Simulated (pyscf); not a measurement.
PySCF, gas phase, ωB97X-D3(BJ)/def2-SVP geometries. Correlated levels are frozen-core, on RHF or UHF. ΔMP2 is the change of the MP2 total energy from the triple- to the quadruple-zeta basis.

Task: For SiH₂ [singlet] + NH₃ -> H₂N–SiH₃, an insertion (singlet surface; H–N broken, H–Si, N–Si formed), PBE/def2-TZVP gives ΔE‡ = -0.7 kcal/mol and ΔE = -64.8 kcal/mol (zero: the separated reactants). In which direction and how far do r²SCAN/def2-TZVP, M06-2X/def2-TZVP, CCSD(T)/def2-TZVPP + ΔMP2(QZVPP) move these?

Result: r²SCAN: ΔE‡ = -0.9 kcal/mol, ΔE = -70.9 kcal/mol; M06-2X: ΔE‡ = 7.4 kcal/mol, ΔE = -67.4 kcal/mol; CCSD(T): ΔE‡ = 9.8 kcal/mol, ΔE = -65.4 kcal/mol. PBE's barrier matches one of them and lies within 10.5 kcal/mol of the others. Its reaction energy lies over all of them, by 0.6 to 6.2 kcal/mol. On the reactant side the descent ends in an adduct with a N–Si contact, 32.6 kcal/mol under the separated species and 39.1 kcal/mol under the saddle at ωB97X-D3(BJ)/def2-TZVP. At PBE, r²SCAN the saddle lies under the separated reactants, which points to a path from their complex (located at ωB97X-D3(BJ) alone). What is counted as formed (N–Si) is already present as a longer contact in the reactant adduct; forming that adduct is a step of its own. At ωB97X-D3(BJ) the barrier from the zero used here is 6.4 kcal/mol. The same reactants have a lower exit, to H₂N–SiH: [singlet] + H₂ (barrier +3.6 kcal/mol at ωB97M-D3(BJ), against +9.0 kcal/mol here). This is the saddle that the search found; another between the same sides may lie lower. The CCSD(T) − MP2 part came from Ansatz, without density fitting, on the same reference.
